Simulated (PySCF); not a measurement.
## Where the electron goes

Species: methyl(trifluoromethyl) sulfide, C₂H₃F₃S.
Atom-mapped SMILES: `[CH3:1][S:2][C:3]([F:4])([F:5])[F:6]` (hydrogens: H7, H8, H9 on C1)

Geometry (PBE0-D3(BJ)/def2-SVP, Å), atoms numbered from 1 in this order:
```xyz
9
C2H3F3S angstrom
C     -1.3154    0.0270   -0.3567
S      0.0549    1.1944   -0.2013
C      1.2984    0.0410    0.4149
F      1.5619   -0.9379   -0.4520
F      2.4181    0.7159    0.6351
F      0.9305   -0.5474    1.5539
H     -2.1622    0.6041   -0.7511
H     -1.0666   -0.7761   -1.0632
H     -1.5867   -0.3903    0.6221
```

Computed with TDDFT CAM-B3LYP/def2-SVPD, vertical, gas phase, core orbitals frozen in the response in PySCF.

Frontier orbitals with the atoms that hold most of them (Löwdin shares over 4%, at most four atoms; ? is withheld):

```json
{"orbital": "LUMO+2", "ε (eV)": "1.58", "atoms": "S2 60%, C1 8%, H9 6%, H8 6%"}
{"orbital": "LUMO+1", "ε (eV)": "1.42", "atoms": "S2 58%, C1 11%, F5 9%, C3 9%"}
{"orbital": "LUMO", "ε (eV)": "?", "atoms": "?"}
{"orbital": "HOMO", "ε (eV)": "-8.96", "atoms": "S2 71%, C1 11%, C3 6%"}
{"orbital": "HOMO-1", "ε (eV)": "-11.41", "atoms": "?"}
{"orbital": "HOMO-2", "ε (eV)": "-12.63", "atoms": "S2 28%, C1 26%, F5 20%, C3 8%"}
{"orbital": "HOMO-3", "ε (eV)": "-13.72", "atoms": "F4 31%, F6 31%, F5 29%, C1 4%"}
```

Question: Which atoms hold the HOMO-1, and with what shares?

Answer: S2 (bonded to 2 C) 55%; C1 (bonded to S and 3 H) 14%; C3 (bonded to 3 F and S) 10%; F6 (bonded to C) 7%. By element: sulfur 55%, carbon 23%, fluorine 7% or more.

Question: Which atoms hold the LUMO, and with what shares?

Answer: S2 (bonded to 2 C) 54%; C1 (bonded to S and 3 H) 14%; H7 (bonded to C) 7%; C3 (bonded to 3 F and S) 7%. By element: sulfur 54%, carbon 21%, hydrogen 7% or more.

Question: What is the LUMO energy, and the HOMO–LUMO gap?

Answer: ε(LUMO) = 0.73 eV; the gap is 9.69 eV (0.3560 hartree).

Question: How does S1 compare with the orbital gap of 9.69 eV?

Answer: S1 is at 5.65 eV (f = 0.0001), 4.04 eV below the gap, made of HOMO→LUMO (78%), HOMO→LUMO+4 (9%). 

Question: Give energy, strength and leading configuration of S1 and S2, and follow the Löwdin shares of the leading atoms from the occupied to the empty orbital.

Answer: 
- S1 (5.65 eV, f 0.0001), HOMO→LUMO (78%): S2 71% → 54%, C1 11% → 14%
- S2 (7.14 eV, f 0.041), HOMO→LUMO+1 (86%): S2 71% → 58%, C1 11% → 11%

Löwdin shares depend on the basis, the more so with diffuse functions.
